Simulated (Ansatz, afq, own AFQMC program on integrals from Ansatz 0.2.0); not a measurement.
Integrals from Ansatz 0.2.0, then the random walk in our own AFQMC program (afq).

```yaml
crystal:
  periodic: [false, false, false]
  atoms:
    - {symbol: B, position_ang: [0.000000, -0.076203, -0.008046]}
    - {symbol: H, position_ang: [0.000000, 0.384469, -0.982657]}
    - {symbol: H, position_ang: [0.000000, 0.432870, 1.068962]}
basis:
  gaussian: {orbitals: cc-pVDZ}
magnetization: {spin_polarized: true, initial_magnetization: 1}
correlation: {method: ccsd_t, electrons: outside_noble_gas, hamiltonian_folder: ham}
```

```sh
$ ansatz run in.yaml --threads 1 --pin off --events-out ev --progress --plain --max-ram 24576MiB --backend cuda --devices 0, --max-vram 18GiB
```

Options of the walk:

```
--method phaseless --trial cisd --walkers 4000 --populations 20 --least-time 60 --time-step 0.005 --steps-per-block 50 --equilibration-blocks 28 --max-blocks 4000 --target-error 0.00014 --factor-cut 1e-05 --start spin_pure --seed 1823 --release-times 0.24,0.51,0.99,1.62,2.4 --release-step 0.03 --release-every 3 --taylor-order 6
```

Times are imaginary, in 1/Eh. The walk had a cap of 122 s. With eight or more populations the least sampling time is a fifth of least-time, and the error comes from their spread.

afq prints:

```
orbitals 23  electrons 3 2  factors 165 of 218
reference energy -25.74504188 Eh
CCSD correlation -0.08509254 Eh in 10 cycles, weight of the determinant in the CISD state 0.9551
energy of the start -25.830118 Eh
 block  time / (1/Eh)  mean weight  energy / Eh
     1     0.250  1.0001  -25.829941
     2     0.500  0.9998  -25.830206
     3     0.750  1.0000  -25.830480
     4     1.000  1.0001  -25.830741
     5     1.250  1.0001  -25.830997
    12     3.000  1.0000  -25.831591
    19     4.750  1.0000  -25.831460
    26     6.500  0.9999  -25.831545
    33     8.250  1.0002  -25.831519
    40    10.000  0.9997  -25.831574
    43    10.750  1.0002  -25.831341
    47    11.750  1.0000  -25.831635
    54    13.500  1.0000  -25.831541
    61    15.250  0.9999  -25.831599
    62    15.500  1.0000  -25.831742
    68    17.000  1.0000  -25.831616
    75    18.750  0.9998  -25.831518
    78    19.500  1.0002  -25.831455
error from the spread of 20 populations
released: time / (1/Eh)  energy / Eh  error  mean overlap
  0.24  -25.831547  0.000020  0.9988
  0.51  -25.831559  0.000015  0.9978
  0.99  -25.831591  0.000015  0.9955
  1.62  -25.831616  0.000015  0.9945
  2.40  -25.831601  0.000014  0.9909
energy -25.831530 +/- 0.000025 Eh
(rows thinned)
```

The run passed its tests (sampling time, drift between the halves within three errors, error under three times the target), which doesn't prove that it has relaxed.

Against this walk (error 0.7 meV) on the same determinant: CCSD(T) 8.5 meV higher, CCSDT(Q) 1.1 meV lower (within the noise), CCSDTQ 1.2 meV lower (within the noise), full CI 1.2 meV lower (within the noise). The error is statistical and leaves out the bias of the constraint. Released to 2.40 1/Eh the energy lies 1.9 ± 0.8 meV (both errors) below the phaseless value, which shows part or all of the bias of the constraint, and full CI lies 0.8 meV above the released value.

Cautions: constraint bias not in the error.

The walk took 22 s on 1 × NVIDIA H100 80GB HBM3 with 2 threads of AMD EPYC 7R13 Processor (Zen 3) (shared host) (the card was shared). The log's last line is the phaseless energy.

CCSDT and higher add their correlation energy to the determinant of the CCSD(T) run, since their own runs factorise the integrals more tightly (a shift of under 2 meV). A walk keeps the symmetry of its determinant, which the program's search chose and which needn't be the lowest solution, so a lower state of the same spin and another symmetry isn't excluded.
